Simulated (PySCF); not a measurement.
Molecule: `FC#C`, C2HF.

Geometry (Å), atoms numbered from 1 in this order:
```xyz
4

C    -0.6117   -0.0001    0.0052
C     0.5190   -0.0001   -0.4072
F     1.7121    0.0002   -0.8427
H    -1.6194    0.0000    0.3730
```

Geometry PBE0-D3(BJ)/def2-SVP throughout; GIAO in PySCF, gas phase, one conformer, non-relativistic; equivalent atoms averaged; basis pcSseg-2.

Problem. How do the absolute shieldings σ depend on the functional? (ppm; last column core-seconds on shared hosts with different chips, so compare them loosely; the GGAs took longer than the global hybrids here, which isn't the general rule, and the cause wasn't traced)

Solution. 
```csv
functional,kind,C2,C1,F3,H4,core-s
HF,Hartree–Fock,100.9,176.1,429.6,29.91,1.2
LDA,LDA,78.0,165.7,394.4,30.05,3.5
PBE,GGA,82.3,169.3,389.9,30.41,4.1
BLYP,GGA,78.3,168.0,393.1,30.57,4.1
BP86,GGA,82.6,169.2,391.0,30.44,4.1
OPBE,GGA,91.3,173.7,385.6,30.41,4.1
KT2,GGA,90.2,177.3,392.7,30.22,4.2
KT3,GGA,91.6,177.4,390.3,30.41,4.2
B97-D,GGA,85.9,171.4,393.4,30.56,3.9
B3LYP,global hybrid,82.9,168.6,401.3,30.36,2.6
PBE0,global hybrid,87.8,170.3,399.8,30.20,2.6
mPW1PW91,global hybrid,87.4,169.7,399.6,30.24,2.6
WP04,global hybrid,82.0,163.5,396.2,30.56,3.9
B97-2,global hybrid,89.6,171.5,399.1,30.33,2.7
BHandHLYP,global hybrid,89.5,170.6,413.2,30.11,2.6
CAM-B3LYP,range-separated hybrid,84.2,168.7,408.7,30.16,3.4
wB97X-D,range-separated hybrid,87.7,169.3,403.5,30.20,3.2
LC-wPBE,range-separated hybrid,88.2,168.5,407.8,30.11,4.5
```

Problem. Which nucleus moves most, in ppm?

Solution. F3 (fluorine bonded to C): from 385.6 ppm with OPBE to 429.6 ppm with HF. The smallest spread is 0.66 ppm, at H4. Proton shifts span only some 12 ppm, so a few tenths of a ppm matter as much there as several ppm in carbon.
